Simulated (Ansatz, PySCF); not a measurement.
This PySCF input computes a CCSD(T)/cc-pVDZ energy:

```python
from pyscf import gto, scf, mp, cc as ccmod

mol = gto.M(
    atom='''
    N    -0.00000000   -0.00000000   -0.12998002
    H     0.00000000    0.00000000    0.90986017
    ''',
    basis='cc-pvdz',
    charge=0,
    spin=0,
    verbose=4,
)

mf = scf.RHF(mol)
mf.conv_tol = 1e-10
mf.max_cycle = 100
mf.kernel()
mp2 = mp.MP2(mf, frozen=1).run()
cc = ccmod.CCSD(mf, frozen=1)
cc.max_cycle = 100
cc.kernel()
et = cc.ccsd_t()
print(f'E(CCSD(T)) = {cc.e_tot + et:.9f}')
```

Question: Write an input for the same energy in Ansatz (a program for electronic structure) and say what it gives.

Answer: 
Ansatz 0.2 input:
```yaml
crystal:
  periodic: [false, false, false]
  atoms:
    - {symbol: N, position_ang: [-0.00000000, -0.00000000, -0.12998002]}
    - {symbol: H, position_ang: [0.00000000, 0.00000000, 0.90986017]}
basis:
  gaussian:
    orbitals: cc-pVDZ
magnetization: {spin_polarized: false}
correlation: {method: ccsd_t, electrons: outside_noble_gas}
```
It gives -55.01628 Eh, and PySCF -55.01628 Eh, a difference of 0.00 mEh.

This is an excited singlet: at this geometry the triplet lies 1.85 eV lower at CCSD(T)/CBS(aug-cc-pVTZ,aug-cc-pVQZ).
